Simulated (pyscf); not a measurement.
`[SiH4]` + `[O]=[SiH2]` -> `[SiH3][O][SiH3]`, an addition across a multiple bond or ene-type step (singlet surface; H–Si broken, O–Si, H–Si formed). PySCF, gas phase, ωB97X-D3(BJ)/def2-SVP geometries. Correlated levels are frozen-core, on RHF or UHF. ΔMP2 is the change of the MP2 total energy from the triple- to the quadruple-zeta basis. Energies in kcal/mol from the separated reactants.

Small-basis levels: PySCF, no dispersion term, spherical d functions. 

In single points HF/STO-3G puts the saddle at 35.9 kcal/mol and the reaction energy at -92.8 kcal/mol. Should these be trusted to within a few kcal/mol? Compare with CCSD(T)/def2-TZVPP + ΔMP2(QZVPP).

CCSD(T)/def2-TZVPP + ΔMP2(QZVPP) gives ΔE‡ = -2.5 kcal/mol and ΔE = -68.6 kcal/mol. HF/STO-3G lies 38.4 kcal/mol over it in the barrier and 24.2 kcal/mol under it in the reaction energy, so on this step it does not hold to within 3.0 kcal/mol. CCSD(T)/def2-TZVPP + ΔMP2(QZVPP) has limits of its own. On the reactant side the descent ends in a complex, 7.3 kcal/mol under the separated species and 0.4 kcal/mol under the saddle at ωB97X-D3(BJ)/def2-TZVP. At CCSD(T) the saddle lies under the separated reactants, which points to a path from their complex (located at ωB97X-D3(BJ) alone). At ωB97X-D3(BJ)/def2-TZVP the barrier from the zero used here is -6.9 kcal/mol. This is the saddle that the search found; another between the same sides may lie lower. The CCSD(T) − MP2 part came from Ansatz, without density fitting, on the same reference.
